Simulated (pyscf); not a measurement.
PySCF, gas phase, ωB97X-D3(BJ)/def2-SVP geometries. MP2 and CC: frozen core, UHF for open shells. ΔMP2 is the change of the MP2 total energy from the triple- to the quadruple-zeta basis.

SMILES: [O]=[SnH][OH]
```xyz
5

O      1.9966    -1.2846    -0.4724
Sn     0.3017    -0.6393    -0.7274
O     -0.2943     1.0743     0.0405
H     -1.0973    -1.1466    -1.5395
H      0.4035     1.5084     0.5496
```

### Question
How much does it cost (ΔH, 298 K, CCSD(T)/def2-TZVPP + ΔMP2(QZVPP)) to split O=SnH–OH at its O–Sn bond into [O=SnH]• + OH•?

### Answer
O–Sn to [O=SnH]• + OH•: 84.3 kcal/mol. The radicals are drawn with the spin at the cut bond; how far it spreads was not checked. O=SnH–OH lies 65.7 kcal/mol over its isomer HO–Sn:–OH [singlet], and others may lie lower still (electronic energy, ωB97M-D3(BJ)). The CCSD(T) − MP2 part came from Ansatz, without density fitting, on the same reference. The frozen core leaves the outer d or s,p core shells of the metals and heavy elements correlated in the MP2 and CC values, and def2-TZVPP describes them poorly, which can shift differences by a few kcal/mol. Left out: the spin-orbit lowering of OH. Elements past Kr carry the def2 core potentials, without spin-orbit coupling.
